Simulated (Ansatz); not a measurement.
System: CsCl-type TlBr. Method: PBE (Ansatz, a program for electronic structure, PAW).

Run with plane-wave cutoff 520 eV, 8×8×8 k mesh, Fermi–Dirac smearing 0.01 eV, scalar-relativistic PAW data made under PBE.

The cell is scaled about its equilibrium volume:

```tsv
V (Å³/atom)	P (GPa)	direct gap at Γ (eV)	smallest gap on the k mesh (eV)
31.281	1.43	8.328	1.834
31.947	0.89	8.294	1.891
32.612	0.42	8.262	1.944
33.278	0.00	8.120	1.993
33.943	-0.37	7.974	2.039
34.609	-0.70	7.832	2.082
35.274	-0.99	7.695	2.122
```

The fundamental gap (1.99 eV at the equilibrium volume, with added k points) lies elsewhere than Γ–Γ.

Measured, for comparison: band gap 2.68 eV (temperature not stated, not corrected to a static lattice, detector crystals, literature values; as tabulated in Piasecki et al. (2022), doi:10.1039/d1ma01259b).

Spin–orbit coupling is not included; with these elements it can move the gap by several tenths of an eV or more.
